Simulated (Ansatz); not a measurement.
**Redistribution: C2H4ClF + C4H9F → C2H4F2 + C4H9Cl**

Species: C2H4ClF (1-chloro-2-fluoroethane) `FCCCl`, singlet; C4H9F `CC(C)CF`, singlet; C2H4F2 `FCCF`, singlet; C4H9Cl (1-chloro-2-methylpropane) `CC(C)CCl`, singlet. The partners trade Cl for F; both sit on C, so the bond types are kept.

Shapes, held fixed at every level: PBE0-D4/def2-TZVP. Flexible molecules stand in one conformer, not always the lowest. Programs: Ansatz 0.2.0. The zero-point and thermal change to 298 K, harmonic and unscaled (PBE0-D4/def2-TZVP), is -0.2 kJ/mol.

| level | kind | ΔH(298 K) (kJ/mol) | less CCSD(T)/CBS estimate | CPU time (sum over the molecules) |
| --- | --- | --- | --- | --- |
| r2SCAN-D4/def2-TZVPP | meta-GGA | -1.3 | +1.1 | 52 s |
| B3LYP-D4/def2-TZVPP | global hybrid | -2.0 | +0.4 | 61 s |
| BHLYP-D4/def2-TZVPP | global hybrid | -1.7 | +0.7 | 39 s |
| wB97M-V/def2-TZVPP | range-separated hybrid | -1.3 | +1.1 | 2 min |
| wB97X-V/def2-TZVPP | range-separated hybrid | -0.9 | +1.5 | 82 s |
| MP2/def2-SVP | perturbation theory | +0.1 | +2.5 | – |
| CCSD/def2-TZVPP | coupled cluster or CI | -1.2 | +1.2 | – |
| CCSD(T)/CBS estimate | coupled cluster or CI | -2.4 | 0.0 | 33 min |

The highest level, CCSD(T)/CBS estimate, gives ΔH(298 K) = -2.4 kJ/mol; the levels span -2.4 to +0.1. That is about zero within the method's error. They disagree on the sign: 1 of 8 are positive. The column of differences is taken from that level and isn't an error. No measured value is set beside it here. The CBS estimate extrapolates MP2 from def2-TZVPP and def2-QZVPP and adds CCSD(T) − MP2 in the triple-zeta set, cores frozen. Times are processor times on shared x86 and Arm servers, and rough.
